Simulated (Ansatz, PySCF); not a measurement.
System: AlCl₂ (charge 0, doublet). It need not be the lowest isomer of its formula. 
Structure (B3LYP-D3(BJ)/def2-TZVP (Ansatz, a first-principles code) minimum search):
```xyz
3

Al    -0.0038     0.7767     0.0269
Cl     1.8221    -0.2876    -0.0212
Cl    -1.8191    -0.3063     0.0006
```
Charge 0, spin multiplicity 2.

Dipole moments at this geometry, in debye (magnitudes).

```json
[
 {"level": "SVWN5/def2-TZVPD", "program": "Ansatz", "dipole (D)": "1.48"},
 {"level": "PBE/def2-TZVPD", "program": "Ansatz", "dipole (D)": "1.44"},
 {"level": "BLYP/def2-TZVPD", "program": "Ansatz", "dipole (D)": "1.52"},
 {"level": "BP86/def2-TZVPD", "program": "PySCF", "dipole (D)": "1.48"},
 {"level": "PBE0/def2-TZVPD", "program": "Ansatz", "dipole (D)": "1.56"},
 {"level": "TPSSh/def2-TZVPD", "program": "PySCF", "dipole (D)": "1.50"},
 {"level": "r2SCAN0/def2-TZVPD", "program": "Ansatz", "dipole (D)": "1.61"},
 {"level": "PW6B95/def2-TZVPD", "program": "PySCF", "dipole (D)": "1.63"},
 {"level": "CAM-B3LYP/def2-TZVPD", "program": "Ansatz", "dipole (D)": "1.67"},
 {"level": "CCSD(T)/aug-cc-pV(D+d)Z", "program": "Ansatz", "dipole (D)": "1.51"}
]
```
